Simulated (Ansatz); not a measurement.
**FeSb₂: experiment and calculation**

**Experimental background.**

From “Structural and optical studies of FeSb2 under high pressure”, 2011, arxiv:1112.0468, for a bulk crystal of FeSb2: bulk modulus 84 ± 3 GPa.

How close the calculation comes is told below.

Level of theory: Ansatz 0.2.0, DFT PBEsol, scalar-relativistic, plane waves, PAW.

Settings: cutoff 420 eV, Γ-centred mesh 6×6×12 on the computed 6-atom cell, Gaussian smearing of 0.10 eV; no spin polarisation.

Relaxed structure, symmetry kept:

```cif
data_structure
_symmetry_space_group_name_H-M 'Pnnm'
_symmetry_Int_Tables_number 58
_cell_length_a 5.7730
_cell_length_b 6.4297
_cell_length_c 3.1179
_cell_angle_alpha 90.000
_cell_angle_beta 90.000
_cell_angle_gamma 90.000
_cell_volume 115.73
loop_
_atom_site_label
_atom_site_type_symbol
_atom_site_symmetry_multiplicity
_atom_site_Wyckoff_symbol
_atom_site_fract_x
_atom_site_fract_y
_atom_site_fract_z
_atom_site_occupancy
Fe1 Fe 2 a 0.00000 0.00000 0.00000 1
Sb1 Sb 4 g 0.19086 0.64653 0.00000 1
```

- Space group: Pnnm (No. 58)
- Volume per atom: 19.29 Å³
- Formation energy from the elements' standard states (uncorrected): -0.095 eV/atom
- Kohn–Sham band gap: none (metal)
- Density of states at the Fermi level: 0.45 states/eV per cell
- Löwdin character within 0.5 eV of the Fermi level: Fe 3d 76 %, Sb 5p 20 %
- Bulk modulus: 118 GPa
- Its pressure derivative: 4.8
- Bader charges (e): Fe (2 in the cell) -0.13, Sb (4 in the cell) 0.07

Spin-orbit coupling is left out, which matters for the bands of heavy elements.

A ferromagnetic start lost its moments in a first run, so spin was left out; other magnetic orders weren't tried.

Measured bulk modulus of FeSb2: 84 GPa (quoted in the paper above). This calculation gives 118 GPa (+40.8 %). So large a miss may mean another phase, state or a wrong row. The calculation is for 0 K without zero-point motion. Lattice constants aren't compared, since papers order the axes of such cells in different ways.